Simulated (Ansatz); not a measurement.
This Ansatz (a program for electronic structure) input (PBE0/pcseg-1) gives -176.90476 Eh with 52 basis functions. A basis named .json is the Basis Set Exchange file of that set (core-valence sets with the plain set on hydrogen).

Ansatz 0.2 input:
```yaml
crystal:
  periodic: [false, false, false]
  atoms:
    - {symbol: C, position_ang: [0.03001831, 0.38890657, 0.00079542]}
    - {symbol: C, position_ang: [1.23978496, -0.08731897, -0.00655119]}
    - {symbol: F, position_ang: [-1.07186953, -0.39122524, 0.00452518]}
    - {symbol: H, position_ang: [-0.22543144, 1.44614772, 0.00468087]}
    - {symbol: H, position_ang: [2.25343763, 0.26535385, -0.01087281]}
basis:
  gaussian:
    orbitals: pcseg-1.json
hamiltonian:
  xc: {name: PBE0}
magnetization: {spin_polarized: true, initial_magnetization: 1}
```

Change:
```diff
- orbitals: pcseg-1.json
+ orbitals: def2-SVPD
```

Q: What does the run give now?

A: -176.81986 Eh (PBE0/def2-SVPD, 79 functions), a change of +84.90 mEh.
